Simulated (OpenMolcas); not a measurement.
**NO+ (SMILES N#[O+]) at CCSD(T)/6-311++G(3df,3pd)**

What is the vertical electron affinity of NO+ at CCSD(T)/6-311++G(3df,3pd)? 

Program for the calculation: OpenMolcas 26.06.

2 further runs of the same task are left out: 2 for a known fault of the program.

**1. Starting point**

The species is NO+ (2 atoms), meant as a singlet with charge +1. As SMILES, `N#[O+]`. Geometry: the measured bond length.

Bond lengths: N1–O2 1.063 Å.

**2. The energy at CCSD(T)/6-311++G(3df,3pd)**

Input file job.input:

```
&gateway
 baslib=$CurrDir
 coord
 2
 angstrom
 N        0.000000       0.000000       0.000000
 O        0.000000       0.000000       1.063220
 basis=6-311ppG3df3pd
 group=NoSym

&seward

&scf
 charge=1
 prorbitals=1 1

&rasscf
 fileorb=$Project.ScfOrb
 spin=1
 nactel=0 0 0
 inactive=7
 ras2=0
 outorbitals=Canonical
 orblisting=Nothing

&motra
 jobiph
 frozen=2

&ccsdt
 cct
 triples=2
 iterations=50
 extrapolation=5 4
```

The basis set 6-311++G(3df,3pd) is read from a file made from the Basis Set Exchange's data (not shown).

On the command line:

```
$ export MOLCAS_MEM=1860
$ pymolcas job.input > job.log
```

Output:

```text
--- Start Module: gateway ---
[...]
--- Stop Module: gateway /rc=_RC_ALL_IS_WELL_ ---
[...]
      Basis functions           78
[...]
       Convergence after  13 Iterations
[...]
::    Total SCF energy                               -128.9626243642
[...]
      Total spin, S                                     0.0000000000
[...]
      Number of active orbitals                  0
[...]
      Spin quantum number                      0.0
[...]
      Active orbitals                            0
[...]
      Number of CSFs                             1
[...]
      Number of root(s) required                 1
[...]
      Convergence after  4 iterations
[...]
      Natural orbitals and occupation numbers for root  1
      ************************************************************************************************************************
      *                                                    Final results                                                     *
      ************************************************************************************************************************
[...]
::    RASSCF root number  1 Total energy:   -128.96262436
[...]
      Total electronic charge=   14.000000
      Total            charge=    1.000000
[...]
      Dipole Moment (debye):
      Origin of the operator (angstrom)=    0.0000    0.0000    0.5669
                   X= -6.7570E-16               Y= -1.3751E-15               Z= -6.4807E-01           Total=  6.4807E-01
      Center of Charge (angstrom)
[...]
--- Start Module: motra ---
[...]
      *** WARNING: Default frozen orbitals is overwritten by user input.
      *** Default values:   2
[...]
--- Stop Module: motra /rc=_RC_ALL_IS_WELL_ ---
--- Start Module: ccsdt ---
[...]
      Convergence after                    14  Iterations
      Total energy (diff) :    -129.36207043      -0.00000008
[...]
 METHOD                       : CCSD+T(CCSD)+<T3(1)WT1> = CCSD(T)
[...]
       CCSD     =      -129.3620704344871
[...]
--- Stop Module: ccsdt /rc=_RC_ALL_IS_WELL_ ---
[...]
```

Wall time 11 s (1 thread of Arm Neoverse V1, shared host); peak memory 0.44 GiB.

**3. Doublet neutral NO, same level**

Input file job.input:

```
* NO CCSD(T)

&GATEWAY
  BasLib=$CurrDir
  Coord
  2
  angstrom
  N        0.000000       0.000000       0.000000
  O        0.000000       0.000000       1.063220
  Basis=6-311ppG3df3pd
  Group=NoSym

&SEWARD

&SCF
  UHF
  Spin=2
  PrOrbitals=1 1

&RASSCF
  FileOrb=$Project.UnaOrb
  Spin=2
  Nactel=1 0 0
  Inactive=7
  Ras2=1
  OutOrbitals=Canonical
  OrbListing=Nothing

&MOTRA
  JobIph
  Frozen=2

&CCSDT
  CCT
  Triples=3
  Iterations=50
  Extrapolation=5 4
```

The basis set 6-311++G(3df,3pd) is read from a file made from the Basis Set Exchange's data (not shown).

On the command line:

```
$ export MOLCAS_MEM=1860
$ pymolcas job.input > job.log
```

Output:

```text
--- Start Module: gateway ---
[...]
--- Stop Module: gateway /rc=_RC_ALL_IS_WELL_ ---
[...]
      Basis functions           78
[...]
       Convergence after  15 Iterations
[...]
::    Total SCF energy                               -129.2901486176
[...]
      Total spin, S                                     0.5058485500
[...]
      Number of active orbitals                  1
[...]
      Spin quantum number                      0.5
[...]
      Active orbitals                            1
[...]
      Number of CSFs                             1
[...]
      Number of root(s) required                 1
[...]
      Convergence after  9 iterations
[...]
      printout of CI-coefficients larger than  0.05 for root  1
      energy=    -129.283332
      conf/sym  1     Coeff  Weight
             1  u   1.00000 1.00000
      Natural orbitals and occupation numbers for root  1
      sym 1:   1.000000
      ************************************************************************************************************************
      *                                                    Final results                                                     *
[...]
::    RASSCF root number  1 Total energy:   -129.28333222
[...]
      Total electronic charge=   15.000000
      Total            charge=   -0.000000
[...]
      Dipole Moment (debye):
      Origin of the operator (angstrom)=    0.0000    0.0000    0.5669
                   X=  3.6000E-08               Y=  1.4875E-08               Z=  6.1803E-02           Total=  6.1803E-02
      Quadrupole Moment (debye*angstrom):
[...]
--- Start Module: motra ---
[...]
      *** WARNING: Default frozen orbitals is overwritten by user input.
      *** Default values:   2
[...]
--- Stop Module: motra /rc=_RC_ALL_IS_WELL_ ---
--- Start Module: ccsdt ---
[...]
      Convergence after                    16  Iterations
      Total energy (diff) :    -129.68171239      -0.00000004
[...]
 METHOD                       : CCSD+T(CCSD)+<T3(1)WT1>+<T3(1)UT2> = CCSD(T)
[...]
       CCSD     =      -129.6817123855859
[...]
--- Stop Module: ccsdt /rc=_RC_ALL_IS_WELL_ ---
[...]
```

Wall time 15 s (1 thread of Arm Neoverse V1, shared host); peak memory 0.44 GiB.

**4. Results**

Level: CCSD(T)/6-311++G(3df,3pd), 2 core orbitals frozen.

```
                                                quantity          value
                               singlet NO+: total energy  -129.38181 Eh
        singlet NO+: HOMO energy (Hartree–Fock orbitals)      -31.01 eV
        singlet NO+: LUMO energy (Hartree–Fock orbitals)       -7.62 eV
      singlet NO+: HOMO–LUMO gap (Hartree–Fock orbitals)       23.39 eV
singlet NO+: correlation energy (2 core orbitals frozen)     -419.2 mEh
                             singlet NO+: (T) correction     -19.74 mEh
                        doublet neutral NO: total energy  -129.69835 Eh
                      doublet neutral NO: (T) correction     -16.64 mEh
     vertical electron affinity (to the doublet neutral)       8.613 eV
```

**Reading.** At fixed nuclei the extra electron is bound by 8.61 eV (199 kcal/mol). The triples (singlet NO+) make up 4.7 % of the correlation energy.
